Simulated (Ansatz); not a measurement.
`C#CCC(=O)O` → 4 C• + 4 H• + 2 O•  (atomization)

Gas-phase electronic energies from Ansatz, PBE0-D4/def2-TZVP geometries. CCSD(T)/CBS is the MP2 limit (def2-TZVPP, def2-QZVPP) plus CCSD(T) − MP2 in def2-TZVPP, frozen cores. This one scheme is used for every species, atoms too. Functionals use def2-TZVPP. B3LYP here is the variant with VWN-RPA as its local correlation; programs differ in this. HSE06 is defined as in plane-wave codes. No spin–orbit coupling; open shells (•) take unrestricted orbitals. Spin–orbit coupling would lower the free atoms: a little for C, O. One conformer a species, not always the lowest.

```csv
level,ΔE (kJ/mol),difference from CCSD(T)/CBS
LDA (SPW92),5341.6,810.7
revPBE-D4,4580.1,49.2
PBE0-D4,4579.6,48.7
r2SCANh-D4,4514.5,-16.4
PBE,4710.8,179.9
revPBE,4518.8,-12.1
B3LYP,4504.0,-26.9
HSE06,4570.4,39.5
CCSD(T)/def2-SVP,4333.7,-197.2
HF/def2-QZVPP,3167.3,-1363.6
CCSD(T)/CBS,4530.9,0
```

Largest T1 diagnostic among the species: 0.014.

From r2SCAN to r2SCAN0 (25 % exact exchange), in def2-TZVPP and without D4, ΔE moves by −117.1 kJ/mol: exact exchange takes away binding that semilocal exchange gives to molecules. The D4 term adds +28.6 kJ/mol with B3LYP and +15.0 kJ/mol with PBE0; it sums over pairs of atoms, weighted by their polarisabilities, and B3LYP, whose exchange is more repulsive, gets the larger term.

For atomizations the MP2-based limit and the directly extrapolated one differ by several kJ/mol either way, and by 10 to 25 for some Ge, Se and Sn compounds, so smaller differences from it don't rank the levels.
